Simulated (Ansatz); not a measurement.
Species: C$_{2}$H$_{5}$O (charge 0, doublet). It need not be the lowest isomer of its formula. SMILES: C[CH]O
Structure (B3LYP-D3(BJ)/def2-TZVP (Ansatz, a quantum-chemistry and plane-wave program) minimum search):
```xyz
8

C      1.1812    -0.3678     0.0185
C     -0.0012     0.5180    -0.0569
O     -1.2056    -0.1247     0.1002
H     -1.9253     0.5046    -0.0138
H     -0.0012     1.4082    -0.6784
H      2.0981     0.2220    -0.0068
H      1.1724    -0.9524     0.9427
H      1.2203    -1.0859    -0.8147
```
Charge 0, spin multiplicity 2.

Parts of the frozen-core correlation energy in aug-cc-pVDZ (Ansatz, hartree). Frozen orbitals: 3; correlated occupied orbitals by spin: 10 and 9; virtual: 101 and 102. Open shells are spin-unrestricted. Spin-orbit coupling is left out. No relativistic terms.

```json
[
 {"term": "reference (HF)", "value": "-153.48221"},
 {"term": "MP2 opposite-spin", "value": "-0.35854"},
 {"term": "MP2 same-spin", "value": "(withheld)"},
 {"term": "CCSD correlation", "value": "(withheld)"},
 {"term": "(T)", "value": "(withheld)"},
 {"term": "T1 diagnostic", "value": "0.016"},
 {"term": "largest doubles amplitude", "value": "0.014"},
 {"term": "<S^2> of the reference", "value": "0.762"}
]
```

Problem. Some entries are withheld; supply them.

Solution. 
- MP2 same-spin, value: -0.11653
- CCSD correlation, value: -0.51063
- (T), value: -0.01534
